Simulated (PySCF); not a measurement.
C₃H₈.

```xyz
11

C      1.2736     0.0000     0.2592
C      0.0000     0.0000    -0.5856
C     -1.2736     0.0000     0.2592
H      2.1787     0.0000    -0.3690
H      1.3177     0.8890     0.9107
H      1.3177    -0.8890     0.9107
H      0.0000    -0.8811    -1.2510
H      0.0000     0.8811    -1.2510
H     -2.1787     0.0000    -0.3690
H     -1.3177    -0.8890     0.9107
H     -1.3177     0.8890     0.9107
```

The structure is a stationary point at ωB97X-D3(BJ)/def2-SVP.

Calculation: PySCF with PBE0/pcSseg-1. Non-relativistic, no solvent.

Question: Give the absolute GIAO shielding of each atom: isotropic value and principal components (ppm). (Estimate from the structure and the level; the computed values follow.)

Answer: 
```csv
atom,σ(iso),σ11,σ22,σ33,span
C1,165.9,153.8,159.0,184.7,30.9
C2,164.2,158.9,165.1,168.6,9.7
C3,165.9,153.8,159.0,184.7,30.9
H4,30.1,25.8,27.4,36.9,11.1
H5,30.4,26.8,28.4,36.0,9.2
H6,30.4,26.8,28.4,36.0,9.2
H7,30.0,25.3,28.7,36.0,10.7
H8,30.0,25.3,28.7,36.0,10.7
H9,30.1,25.8,27.4,36.9,11.1
H10,30.4,26.8,28.4,36.0,9.2
H11,30.4,26.8,28.4,36.0,9.2
```
